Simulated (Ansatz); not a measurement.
System: hcp Er. Method: r²SCAN+rVV10 (Ansatz, an electronic-structure program, plane waves, PAW).

Settings: plane-wave cutoff 500 eV, 24×24×14 k mesh (along the axes of the cell as run), Fermi–Dirac smearing 0.1 eV, spin-polarised with parallel moments, scalar-relativistic PAW data made under PBE.

Cell (relaxed at this level):

Space group P6₃/mmc (No. 194); a = b = 3.585 Å, c = 5.756 Å, α = β = 90.00°, γ = 120.00°

```json
[
 {"atom": "Er", "site": "2c", "symmetry": "-6m2", "x": "0.3333", "y": "0.6667", "z": "0.2500"}
]
```

### Question
Predict the magnetic moment per atom (the cell's total over its atoms).

### Answer

* **magnetic moment per atom (the cell's total over its atoms)**: 3.45 μB

Note: the 4f shell is treated without U or exact exchange, so its levels and filling can be wrong; the collinear magnetic order is the start's and need not be the measured one.

Moments are spin moments.

Spin–orbit coupling is not included.

Computed values are for the static lattice.

Computing time: around 19 core-minutes (rough).
